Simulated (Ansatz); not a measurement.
## SnH₄⁺, doublet: the ladder up to UCCSDT(Q)

Geometry: displaced at random from a stationary point.

```xyz
5

Sn    0.0009    0.0000    0.0014
H     0.5762    1.1354    1.1405
H    -0.5341   -1.1052    1.0981
H    -0.6290    1.1296   -1.1762
H     0.4831   -1.1560   -1.2214
```

Basis def2-SVP with its core potentials; Ansatz 0.2.0. Correlated methods freeze the noble-gas cores and the filled d shells of p-block atoms, which leaves 7 electrons in 37 orbitals. R marks a restricted (for open shells ROHF) determinant, U an unrestricted one. Active spaces: valence = (7e, 8o) chosen from the atoms' valence shells. No spin–orbit coupling is included; scalar relativity enters through the core potentials alone.

Full CI isn't at hand for all of this; UCCSDT(Q) serves as the reference, and is uncertain by about the last step of the cluster series. The frozen core follows each run's orbitals, which can shift R against U totals by a few meV for light atoms and by up to 0.1 eV past Ca.

```
UHF ⟨S²⟩                          : 0.812
T1 diagnostic (RCCSD)             : 0.0333
largest doubles amplitude (RCCSD) : 0.064
T1 diagnostic (UCCSD)             : 0.0405
```

```tsv
level	E − E(UCCSDT(Q)) (kJ/mol)	share of correlation (%)	wall time
UHF	326.4	7.97	–
UMP2	96.9	72.68	–
UCCSD	10.9	96.93	–
UCCSD(T)	3.0	99.14	2.9 s
UCCSDT	0.3	99.93	–
```

The correlation energy at UCCSDT(Q), counted from RHF, is -3.675 eV. That run took 13 s on 1 thread of Arm Neoverse V2, shared host.

Run but not shown, since their state or frozen core can't be matched to the reference's or they repeat it: RHF, RMP2, RCCSD, RCCSD(T), BCCD(T), RCCSDT, RCCSDT(Q), CASSCF (valence space), NEVPT2 (valence space), MRCISD (valence space), MRCISD+Q (valence space).

Times hold each run's SCF and search for its determinant on a shared host, so for small cases they say little of a method's own cost; they ran on 1 thread of Arm Neoverse V2.

Natural occupations of CASSCF (valence space) about the gap: 1.976 1.936 1.929 1.021 0.054 0.033 0.026 0.024; effectively unpaired electrons, Σ n²(2−n)², 1.06.
